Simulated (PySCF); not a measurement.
Basis-set dependence of population analyses: `C=CC(=O)Cl`

Compound: C3H3ClO.
Z-matrix (Å and degrees, PBE0-D3(BJ)/def2-SVP geometry), rows numbered from 1:
```
C 
C   1  1.3362
C   2  1.4780  1  119.79
O   3  1.1867  2  127.09  1     0.64
Cl  3  1.7863  2  111.92  1  -179.26
H   1  1.0939  2  120.33  3    -0.06
H   1  1.0924  2  121.31  3   179.88
H   2  1.0915  1  122.76  3  -179.86
```

PBE0 throughout (PySCF), one geometry, spherical d and f functions. One conformer (not necessarily the lowest) at the PBE0-D3(BJ)/def2-SVP geometry, without solvent, vibrations or thermal averaging. The first 7 of 8 kinds of atom are listed.

Mulliken charges (e):

| basis | functions | C1 | C2 | C3 | O4 | Cl5 | H6 | H7 |
| --- | --- | --- | --- | --- | --- | --- | --- | --- |
| STO-3G | 32 | -0.133 | -0.089 | +0.200 | -0.145 | -0.164 | +0.110 | +0.107 |
| 6-31G | 55 | -0.311 | -0.113 | +0.052 | -0.330 | +0.076 | +0.215 | +0.194 |
| 6-31G* | 80 | -0.341 | -0.161 | +0.249 | -0.345 | -0.042 | +0.221 | +0.204 |
| def2-SVP | 89 | -0.010 | -0.073 | +0.139 | -0.148 | -0.138 | +0.088 | +0.078 |
| 6-311+G(2d,p) | 161 | -0.416 | +0.147 | +0.047 | -0.339 | +0.110 | +0.160 | +0.146 |
| def2-TZVP | 179 | -0.196 | -0.199 | +0.269 | -0.225 | -0.121 | +0.169 | +0.153 |

IAO charges (e):

```json
{"basis": "STO-3G", "functions": "32", "C1": "-0.212", "C2": "-0.181", "C3": "+0.168", "O4": "-0.142", "Cl5": "-0.099", "H6": "+0.153", "H7": "+0.154"}
{"basis": "6-31G", "functions": "55", "C1": "-0.233", "C2": "-0.194", "C3": "+0.307", "O4": "-0.320", "Cl5": "-0.095", "H6": "+0.181", "H7": "+0.176"}
{"basis": "6-31G*", "functions": "80", "C1": "-0.221", "C2": "-0.197", "C3": "+0.354", "O4": "-0.345", "Cl5": "-0.104", "H6": "+0.175", "H7": "+0.169"}
{"basis": "def2-SVP", "functions": "89", "C1": "-0.218", "C2": "-0.197", "C3": "+0.351", "O4": "-0.345", "Cl5": "-0.093", "H6": "+0.171", "H7": "+0.165"}
{"basis": "6-311+G(2d,p)", "functions": "161", "C1": "-0.232", "C2": "-0.203", "C3": "+0.365", "O4": "-0.361", "Cl5": "-0.099", "H6": "+0.181", "H7": "+0.174"}
{"basis": "def2-TZVP", "functions": "179", "C1": "-0.232", "C2": "-0.203", "C3": "+0.367", "O4": "-0.362", "Cl5": "-0.098", "H6": "+0.180", "H7": "+0.173"}
```

Hirshfeld charges (e):

| basis | functions | C1 | C2 | C3 | O4 | Cl5 | H6 | H7 |
| --- | --- | --- | --- | --- | --- | --- | --- | --- |
| STO-3G | 32 | -0.012 | -0.026 | +0.201 | -0.100 | -0.198 | +0.044 | +0.045 |
| 6-31G | 55 | -0.034 | -0.052 | +0.176 | -0.196 | -0.088 | +0.066 | +0.070 |
| 6-31G* | 80 | -0.033 | -0.050 | +0.182 | -0.198 | -0.093 | +0.066 | +0.068 |
| def2-SVP | 89 | -0.039 | -0.060 | +0.176 | -0.198 | -0.061 | +0.062 | +0.067 |
| 6-311+G(2d,p) | 161 | -0.038 | -0.063 | +0.160 | -0.203 | -0.050 | +0.067 | +0.070 |
| def2-TZVP | 179 | -0.041 | -0.061 | +0.167 | -0.203 | -0.055 | +0.066 | +0.070 |

Task: Which scheme is steadiest as the basis changes?

Result: Largest range over the bases for any column: Hirshfeld 0.15 e, IAO 0.22 e, Mulliken 0.41 e. Hirshfeld charges move least and Mulliken charges most, counted in e. Without the minimal STO-3G basis the ranges are Hirshfeld 0.04, IAO 0.06, Mulliken 0.41 e.

Task: How much do the charges still move between the two largest bases, 6-311+G(2d,p) and def2-TZVP?

Result: At most, over all atoms: Mulliken 0.346 e, IAO 0.002 e, Hirshfeld 0.007 e.

Task: What do the same runs give for the total energy, the frontier levels and the dipole moment?

Result: 
```json
{"basis": "STO-3G", "energy (Eh)": "-643.7062", "HOMO (eV)": "-6.08", "LUMO (eV)": "0.41", "μ (D)": "2.96"}
{"basis": "6-31G", "energy (Eh)": "-651.0567", "HOMO (eV)": "-8.56", "LUMO (eV)": "-2.22", "μ (D)": "3.56"}
{"basis": "6-31G*", "energy (Eh)": "-651.1323", "HOMO (eV)": "-8.43", "LUMO (eV)": "-2.06", "μ (D)": "3.25"}
{"basis": "def2-SVP", "energy (Eh)": "-650.8708", "HOMO (eV)": "-8.48", "LUMO (eV)": "-2.19", "μ (D)": "3.04"}
{"basis": "6-311+G(2d,p)", "energy (Eh)": "-651.2268", "HOMO (eV)": "-8.66", "LUMO (eV)": "-2.43", "μ (D)": "3.19"}
{"basis": "def2-TZVP", "energy (Eh)": "-651.2445", "HOMO (eV)": "-8.60", "LUMO (eV)": "-2.36", "μ (D)": "3.12"}
```

The dipole is fixed by the density alone, so its range of 0.60 D shows that the density itself changes with the basis, not only its division among atoms.
